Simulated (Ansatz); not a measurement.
A made-up structure of BSi$_{2}$H$_{3}$, singlet:

```csv
atom,x (Å),y (Å),z (Å)
B1,-0.6896,0.1882,-0.7509
Si2,0.3096,0.4769,0.4662
Si3,1.4607,0.1919,1.7168
H4,-0.8332,-0.9986,-1.1779
H5,-1.1475,1.1928,-1.0587
H6,0.8999,-1.0511,0.8046
```

It is relaxed with PBE-D4/def2-SVP and then PBE0-D4/def2-TZVP (Ansatz 0.2.0). Atoms count as bonded within 1.22 times the sum of their covalent radii (H–H: 0.88 Å). The end point is not checked to be a true minimum.

Question: Does its bonding change? (Judge from chemistry; the calculation decides.)

Answer: By the calculation: No: no bond forms or breaks.

Where it ends: The first stage lowers the energy by 5.05 eV in 7 steps. It ends as BSi₂H₃ ([BH2][Si]1[H][Si]1):
```
6
angstrom
B -0.8512 0.2164 -0.9307
Si 0.3860 0.4191 0.5410
Si 1.8052 0.0879 2.0904
H -1.0376 -0.8706 -1.3847
H -1.4101 1.1766 -1.3643
H 1.1077 -1.0294 1.0485
```

Labels in which every atom is bracketed show which atoms are joined, not bond orders.

For scale, one of the runs: PBE0-D4/def2-TZVP relaxation, 123 basis functions, launched by `ansatz run in.yaml --threads 2 --pin off --events-out ev --progress --plain --max-ram 4352MiB`. Hardware: 2 CPU threads of an Arm Neoverse N1, shared host. Wall time about 17 s.
